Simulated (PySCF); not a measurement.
**SO2 (sulfur dioxide) at 6 levels**

We compute a comparison of 6 runs (M06-2X/STO-3G, PBE/STO-3G, SVWN5/STO-3G, UPBE0/STO-3G, UMP2/STO-3G, UCCSD(T)/STO-3G) of SO2 (sulfur dioxide). The job is set up through a Python script.

Program for the calculation: PySCF 2.14.0.

2 further runs of the same task are left out: 2 set aside as unsound or not needed.

## 1. The system as given

SO2 has 3 atoms, charge 0, and is taken as a singlet. SMILES: `O=S=O`. One bond was lengthened or shortened from a relaxed shape.

Bond lengths: O1–S2 1.431 Å, S2–O3 1.717 Å. Angles: O1–S2–O3 118.9°.

## 2. A single-point energy at M06-2X/STO-3G (run 1)

Input file input.xyz:

```xyz
3

O     -1.061484     0.917993    -0.476694
S      0.182456     0.629473     0.169606
O      0.704900    -1.003280     0.272720
```

Input file job.py:

```python
from pyscf import gto, dft

molecule = gto.Mole()
molecule.atom = 'input.xyz'
molecule.charge = 0
molecule.max_memory = 1860
molecule.verbose = 4
molecule.spin = 0
molecule.basis = 'sto-3g'
molecule.build()

mf = dft.RKS(molecule)
mf.xc = 'm06-2x'
mf.conv_tol = 1e-10
mf.grids.level = 5
mf.kernel()
if not mf.converged:
    mf = mf.newton().run(mf.mo_coeff, mf.mo_occ)

e_final = mf.e_tot
print('Final energy', e_final)
```

Command:

```sh
$ OMP_NUM_THREADS=1 python job.py
```

The log of the run:

```text
PySCF version 2.14.0

[INPUT] num. atoms = 3
[INPUT] num. electrons = 32
[INPUT] charge = 0
[INPUT] spin (= nelec alpha-beta = 2S) = 0
[INPUT] symmetry False subgroup None
[INPUT] Mole.unit = angstrom
[INPUT] Symbol           X                Y                Z      unit          X                Y                Z       unit  Magmom
[INPUT]  1 O     -1.061484000000   0.917993000000  -0.476694000000 AA   -2.005914045608   1.734755354268  -0.900821105223 Bohr   0.0
[INPUT]  2 S      0.182456000000   0.629473000000   0.169606000000 AA    0.344791869784   1.189531572808   0.320508889083 Bohr   0.0
[INPUT]  3 O      0.704900000000  -1.003280000000   0.272720000000 AA    1.332067945206  -1.895924426254   0.515366108691 Bohr   0.0

nuclear repulsion = 99.2400742478829
number of shells = 11
number of NR pGTOs = 57
number of NR cGTOs = 19
basis = sto-3g
ecp = {}

******** <class 'pyscf.dft.rks.RKS'> ********
method = RKS
initial guess = minao
damping factor = 0
level_shift factor = 0
DIIS = <class 'pyscf.scf.diis.CDIIS'>
diis_start_cycle = 1
diis_space = 8
diis_damp = 0
SCF conv_tol = 1e-10
SCF conv_tol_grad = None
SCF max_cycles = 50
direct_scf = True
direct_scf_tol = 1e-13
XC library pyscf.dft.libxc version 7.0.0
    S. Lehtola, C. Steigemann, M. J.T. Oliveira, and M. A.L. Marques.,  SoftwareX 7, 1–5 (2018)
XC functionals = m06-2x
    Y. Zhao and D. G. Truhlar.,  Theor. Chem. Acc. 120, 215 (2008)
    Y. Zhao and D. G. Truhlar.,  Theor. Chem. Acc. 120, 215 (2008)
radial grids:
    Treutler-Ahlrichs [JCP 102, 346 (1995); DOI:10.1063/1.469408] (M4) radial grids

becke partition: Becke, JCP 88, 2547 (1988); DOI:10.1063/1.454033
pruning grids: <function nwchem_prune>
grids dens level: 5
symmetrized grids: False
atomic radii adjust function: <function treutler_atomic_radii_adjust>
small_rho_cutoff = 0
Set gradient conv threshold to 1e-05
Initial guess from minao.
tot grids = 129008
init E= -542.167290737076
  HOMO = -0.307410112686673  LUMO = -0.141034512226122  gap/eV = 4.52731
cycle= 1 E= -541.577102023528  delta_E= 0.59  |g|= 0.909  |ddm|= 2.97
  HOMO = 0.0971376137389462  LUMO = 0.186236813494113  gap/eV = 2.42451
cycle= 2 E= -540.383820492999  delta_E= 1.19  |g|= 2.06  |ddm|=  3.7
  HOMO = -0.0919601064243206  LUMO = 0.0779725450419614  gap/eV = 4.62410
cycle= 3 E= -541.379704789076  delta_E= -0.996  |g|= 1.42  |ddm|= 3.32
  HOMO = -0.151082876395462  LUMO = 0.0281112187126799  gap/eV = 4.87612
cycle= 4 E= -541.928871573234  delta_E= -0.549  |g|= 0.161  |ddm|= 1.54
  HOMO = -0.183268638176521  LUMO = 0.0425547331233302  gap/eV = 6.14497
cycle= 5 E= -541.936483257582  delta_E= -0.00761  |g|= 0.0662  |ddm|= 0.161
  HOMO = -0.186725186914061  LUMO = 0.0428506514804299  gap/eV = 6.24708
cycle= 6 E= -541.937821992522  delta_E= -0.00134  |g|= 0.0241  |ddm|= 0.115
  HOMO = -0.187304834171857  LUMO = 0.0431967498661241  gap/eV = 6.27227
cycle= 7 E= -541.937964272717  delta_E= -0.000142  |g|= 0.0109  |ddm|= 0.0178
  HOMO = -0.186967455529319  LUMO = 0.0431580718825019  gap/eV = 6.26203
cycle= 8 E= -541.938004105176  delta_E= -3.98e-05  |g|= 0.000459  |ddm|= 0.0194
  HOMO = -0.186891005393336  LUMO = 0.0430939701086046  gap/eV = 6.25821
cycle= 9 E= -541.938004124347  delta_E= -1.92e-08  |g|= 0.000477  |ddm|= 0.00174
  HOMO = -0.186914731006776  LUMO = 0.0431028172074121  gap/eV = 6.25910
cycle= 10 E= -541.938004199583  delta_E= -7.52e-08  |g|= 3.3e-05  |ddm|= 0.000849
  HOMO = -0.186913530530188  LUMO = 0.0431033496792973  gap/eV = 6.25908
cycle= 11 E= -541.938004199981  delta_E= -3.97e-10  |g|= 2.56e-06  |ddm|= 5.67e-05
  HOMO = -0.186913494769537  LUMO = 0.0431033496008745  gap/eV = 6.25908
cycle= 12 E= -541.938004199986  delta_E= -5.46e-12  |g|= 4.86e-07  |ddm|= 1.23e-05
  HOMO = -0.186913402514745  LUMO = 0.0431033133981697  gap/eV = 6.25907
Extra cycle  E= -541.938004199985  delta_E= 1.36e-12  |g|= 1.6e-06  |ddm|= 2.43e-06
converged SCF energy = -541.938004199985
Final energy -541.9380041999847
```

It took 3.3 s on 1 thread of Arm Neoverse V2, shared host; peak memory 0.2 GiB.

## 3. A single-point energy at PBE/STO-3G (run 2)

Input file job.py:

```python
from pyscf import gto, dft

mol = gto.M(
    atom='O -1.061484 0.917993 -0.476694; S 0.182456 0.629473 0.169606; O 0.704900 -1.003280 0.272720',
    max_memory=1860,
    basis='sto-3g',
    spin=0,
    verbose=3,
)

myscf = dft.RKS(mol)
myscf.xc = 'pbe'
myscf.grids.level = 5
myscf.conv_tol = 1e-10
myscf.kernel()
if not myscf.converged:
    myscf = myscf.newton().run(myscf.mo_coeff, myscf.mo_occ)

e_tot = myscf.e_tot
print('E(%s) = %.9f' % ('PBE', e_tot))
```

Command:

```sh
$ OMP_NUM_THREADS=1 python job.py
```

The log of the run:

```text
converged SCF energy = -541.659791070216
E(PBE) = -541.659791070
```

Wall time 2.5 s (1 thread of Arm Neoverse V2, shared host); peak memory 0.19 GiB.

Runs 3 to 5 aren't shown in full; the table further down has their settings and results.

## 4. The energy at UCCSD(T)/STO-3G (run 6)

Input file mol.xyz:

```xyz
3

O     -1.061484     0.917993    -0.476694
S      0.182456     0.629473     0.169606
O      0.704900    -1.003280     0.272720
```

Input file input.py:

```python
from pyscf import gto, scf, cc

mol = gto.M(
    atom='mol.xyz',
    charge=0,
    verbose=4,
    basis='sto-3g',
    max_memory=1860,
)

myscf = scf.UHF(mol)
myscf.conv_tol = 1e-10
myscf.kernel()
if not myscf.converged:
    myscf = myscf.newton().run(myscf.mo_coeff, myscf.mo_occ)
for _ in range(3):
    mo, _, stable, _ = myscf.stability(return_status=True)
    if stable:
        break
    myscf.kernel(myscf.make_rdm1(mo, myscf.mo_occ))

mycc = cc.CCSD(myscf, frozen=7)
mycc.kernel()
e_t = mycc.ccsd_t()
etot = mycc.e_tot + e_t
print('Final energy', etot)
```

Command:

```sh
$ OMP_NUM_THREADS=1 python input.py
```

The log of the run:

```text
PySCF version 2.14.0

[INPUT] num. atoms = 3
[INPUT] num. electrons = 32
[INPUT] charge = 0
[INPUT] spin (= nelec alpha-beta = 2S) = 0
[INPUT] symmetry False subgroup None
[INPUT] Mole.unit = angstrom
[INPUT] Symbol           X                Y                Z      unit          X                Y                Z       unit  Magmom
[INPUT]  1 O     -1.061484000000   0.917993000000  -0.476694000000 AA   -2.005914045608   1.734755354268  -0.900821105223 Bohr   0.0
[INPUT]  2 S      0.182456000000   0.629473000000   0.169606000000 AA    0.344791869784   1.189531572808   0.320508889083 Bohr   0.0
[INPUT]  3 O      0.704900000000  -1.003280000000   0.272720000000 AA    1.332067945206  -1.895924426254   0.515366108691 Bohr   0.0

nuclear repulsion = 99.2400742478829
number of shells = 11
number of NR pGTOs = 57
number of NR cGTOs = 19
basis = sto-3g
ecp = {}

[... 113 lines left out ...]
converged SCF energy = -540.608790639023  <S^2> = 1.8557955e-10  2S+1 = 1
[... 88 lines left out ...]
converged SCF energy = -540.732628380877  <S^2> = 1.0450867  2S+1 = 2.2760376
[... 14 lines left out ...]
Init t2, MP2 energy = -0.0681651994640819
[... 32 lines left out ...]
UCCSD converged
[... 2 lines left out ...]
Final energy -540.8499926412187
```

Wall time 1.1 s (1 thread of Arm Neoverse V2, shared host); peak memory 0.12 GiB.

## 5. The series

```
run            level  follow instability  integration grid  energy (Eh)  dipole moment (D) of the reference  HOMO energy (eV)  LUMO energy (eV)  wall time
  1    M06-2X/STO-3G                   –                 5  -541.938004                                1.37             -5.09              1.17      3.3 s
  2       PBE/STO-3G                   –                 5  -541.659791                                1.18             -1.34             -0.36      2.5 s
  3     SVWN5/STO-3G                   –                 5  -539.506527                                1.17             -1.29             -0.38      1.7 s
  4     UPBE0/STO-3G                 yes                 5  -541.690417                                1.27             -3.50              0.21      6.3 s
  5      UMP2/STO-3G                 yes                 –  -540.800794                                0.40             -8.25              8.49     0.79 s
  6  UCCSD(T)/STO-3G                 yes                 –  -540.849993                                0.40             -8.25              8.49      1.1 s
```

## 6. Results

```
                                          quantity          value
                               run 6: total energy  -540.84999 Eh
       run 6: dipole moment (Hartree–Fock density)         0.40 D
        run 6: HOMO energy (Hartree–Fock orbitals)       -8.25 eV
        run 6: LUMO energy (Hartree–Fock orbitals)        8.49 eV
      run 6: HOMO–LUMO gap (Hartree–Fock orbitals)       16.74 eV
run 6: correlation energy (7 core orbitals frozen)     -117.4 mEh
                             run 6: (T) correction      -7.23 mEh
          run 6: ⟨S²⟩ of the reference determinant          1.045
                              run 6: T1 diagnostic          0.059
```

Over runs 1, 2, 3, 4 the dipole moment (its size) runs from 1.17 D (SVWN5/STO-3G) to 1.37 D (M06-2X/STO-3G). Over runs 1, 2, 3, 4 the HOMO–LUMO gap runs from 0.91 eV (SVWN5/STO-3G) to 6.26 eV (M06-2X/STO-3G). Totals of different functionals can't be ranked against each other. In runs 1, 2, 3, 4, 5, 6 the basis is minimal, so the values are rough. Spin contamination of the reference: run 5 ⟨S²⟩ = 1.05, run 6 ⟨S²⟩ = 1.05. Where it is this large, the reference is a mixture of spin states, and values that rest on it are in doubt. All runs together took 16 s, the longest 6.3 s.
